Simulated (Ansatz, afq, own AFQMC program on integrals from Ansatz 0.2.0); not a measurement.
## N2, singlet: AFQMC among the cluster methods

```yaml
atoms:
  - { symbol: N, position_ang: [0.0000, 0.0000, 0.0000] }
  - { symbol: N, position_ang: [0.0000, 0.0000, 1.0895] }
```

Basis cc-pVQZ. Noble-gas cores (and the filled d shells of Ga–Kr and In–Xe) are frozen. Integrals, coupled cluster, full CI and functionals: Ansatz 0.2.0; the random walks run on the same integrals in our own AFQMC program. The CISD trial takes its coefficients from CCSD amplitudes. Released means that phaseless walkers are propagated on without the constraint, phases kept. Free projection: walkers drawn from exp(T), propagated without any constraint. Its projection time is finite, and what remains of the start isn't in its error. ± is one standard error of the sampling.

Determinant: RHF, the one that the program's search chose, which needn't be the lowest solution. The geometry is a PBE0/def2-TZVP stationary point of this or a neighbouring charge and spin state.

No full CI on the walks' own integrals is used here. The released AFQMC energy serves as the reference, which it does only where one determinant dominates, the energy is flat over the last release times and near the phaseless one (40 meV or 2 meV an electron, half that with transition metals). On small molecules, where full CI could be run and the noise was under 10 meV, such values lay within 10 meV of it in 19 cases of 20, a flattering rate, since the rule was set on those same cases; what remains of the bias isn't in the error bar.

Cautions: the ph-AFQMC/HF walk drifts between its halves (2.6 errors); the released value is read at 2.40 1/Eh (meV from the phaseless value at times in 1/Eh: -5 ± 5 at 0.24, -6 ± 4 at 0.51, -12 ± 5 at 0.99, -7 ± 5 at 1.62, -13 ± 7 at 2.40).

* T1 diagnostic: 0.0129
* weight of the determinant in the CISD state: 0.890
* size of the correlated space: 10 electrons in 108 orbitals

Reference: AFQMC with the constraint released, correlation energy -11.240 ± 0.007 eV.

```csv
level,E − E(reference) (meV),share of correlation (%)
HF,11240.2 ± 6.9,0.00
MP2,448.4 ± 6.9,96.01
CCSD,582.3 ± 6.9,94.82
CCSD(T),42.3 ± 6.9,99.62
CCSDT,52.7 ± 6.9,99.53
CCSDT(Q),2.4 ± 6.9,99.98
ph-AFQMC/HF,12.4 ± 37.9,99.89
ph-AFQMC/CISD,12.6 ± 8.6,99.89
free AFQMC,6.4 ± 13.0,99.94
```

CCSDT and higher add their correlation energy to the determinant of the CCSD(T) run, since their own runs factorise the integrals more tightly (a shift of under 2 meV). Free projections are given only where their last times agree within the noise and don't stop above the reference; a slow remainder of the start can still hide under it. A walk keeps the symmetry of its determinant, which the program's search chose and which needn't be the lowest solution, so a lower state of the same spin and another symmetry isn't excluded. Released energies are given only where the last usable release times agree within the noise; a slower fall can still hide under it.
